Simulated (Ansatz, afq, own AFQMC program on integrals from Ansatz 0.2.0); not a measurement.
**Atomization energy of SiNH4, doublet, worked out**

```
atom    x (Å)    y (Å)    z (Å)
  Si  -0.0906   0.0000   0.5953
   N   0.1128   0.0000  -1.1178
   H   0.5792  -1.2268   1.1210
   H   0.5792   1.2268   1.1210
   H  -0.0998  -0.8301  -1.6484
   H  -0.0998   0.8301  -1.6484
```

Connectivity, by distances: SiH2–NH2.

Basis cc-pVDZ. Noble-gas cores (and the filled d shells of Ga–Kr and In–Xe) are frozen. AFQMC by an in-house program on the Cholesky factors that Ansatz 0.2.0 writes for its CCSD(T) run. ph-AFQMC/CISD is guided by a CISD state made of CCSD amplitudes; releasing the constraint for a short imaginary time cuts its bias at the price of noise, slowly where states lie close. Error bars are statistical, one sigma.

Total energies in eV. CBS is CCSD(T) at the limit of def2-TZVPP/QZVPP (extrapolated itself); the highest rung of each member is named.

```tsv
member	count	CCSD(T)/cc-pVDZ	highest rung in cc-pVDZ	which	CCSD(T)/CBS
Si (triplet)	+1	-7861.7800	-7861.7922	FCI	-7862.5000
N (quartet)	+1	-1482.4355	-1482.4402	FCI	-1483.8573
H (doublet)	+4	-13.5861	-13.5861	FCI	-13.6059
SiNH₄, doublet	-1	-9414.7591	-9414.7955	CCSDT(Q)	-9419.1232
```

Work out the best estimate of the atomization energy: the CCSD(T)/CBS difference plus the step from CCSD(T) to the highest rung.

Sums with the counts: CCSD(T)/CBS 18.3423 eV, highest rung 16.2187 eV, CCSD(T)/cc-pVDZ 16.1992 eV. The step is 16.2187 − 16.1992 = 0.0195 eV, so the best estimate is 18.3423 + (0.0195) = 18.3618 eV. The basis set is worth 2.143 eV of it. Zero-point, core-correlation and spin–orbit terms aren't in it. Past Ne the Hartree–Fock part of each CBS total tends to overshoot, since the cores don't follow the formula; that largely cancels in the difference.

Best estimates are given only where the step beyond CCSD(T) is under 0.3 eV and no member's determinant is very poor (T1 over 0.05, or 0.07 for open shells, ⟨S²⟩ too high by 0.3, two states mixed), so the hardest cases are missing from such tables.

CCSDT and higher add their correlation energy to the determinant of the CCSD(T) run, since their own runs factorise the integrals more tightly (a shift of under 2 meV). Each member of a difference takes its own highest rung, so a best estimate needn't equal the limit plus the step of one row.
